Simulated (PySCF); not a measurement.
Gas-phase reaction: P2 + 2 SiH + 4 H2 = 2 H3SiPH2. Level: M06-2X/def2-TZVP†; standard pressure 1 bar.

Energies from PySCF, thermal terms from the rigid-rotor harmonic-oscillator model, ideal gas at 1 bar. † marks an energy on the PBE0/def2-TZVP geometry and frequencies. Open shells (unrestricted): SiH (multiplicity 2, electronic degeneracy 4); the rest are closed-shell singlets. Spin-orbit splitting is ignored; it lowers the true energy and changes the entropy of SiH. The harmonic model lacks anharmonicity and excited electronic states, which grow with temperature; levels with a mode under 35 cm⁻¹ are left out. Internal rotation in H3SiPH2 is treated as a harmonic vibration of one conformer, which makes the entropy rough.

| T (K) | 1000/T (1/K) | log10 K |
|---|---|---|
| 600 | 1.6667 | 41.47 |
| 800 | 1.2500 | ? |
| 1000 | 1.0000 | 12.37 |
| 1200 | 0.8333 | 5.16 |
| 1400 | 0.7143 | 0.07 |
| 1600 | 0.6250 | -3.71 |

Task: Fit log10 K = a + b·(1000/T) to the five rows, get the mean ΔH° and ΔS°, and predict log10 K at 800 K.

Result: Means: 1000/T = 0.9679, log10 K = 11.072. Sums of products about the means: Sxy = 29.93840, Sxx = 0.689362, so b = Sxy/Sxx = 43.43 and a = 11.072 − (43.43)×0.9679 = -30.96.
ΔH° = −R ln 10 × 1000 K × b = −19.145 × (43.43) = -831 kJ; ΔS° = R ln 10 × a = -593 J/K. The run's own values go from -837 kJ and -601 J/K at 600 K to -805 kJ and -574 J/K at 1600 K.
Prediction at 800 K: -30.96 + (43.43)×1.2500 = 23.33. The computed value is 23.25, 0.08 from the line.
For scale, ΔH°(298 K) is -828 kJ at this level, -860 kJ at ωB97M-V/def2-TZVP†, and runs from -1015 to -742 kJ over the 20 levels computed.
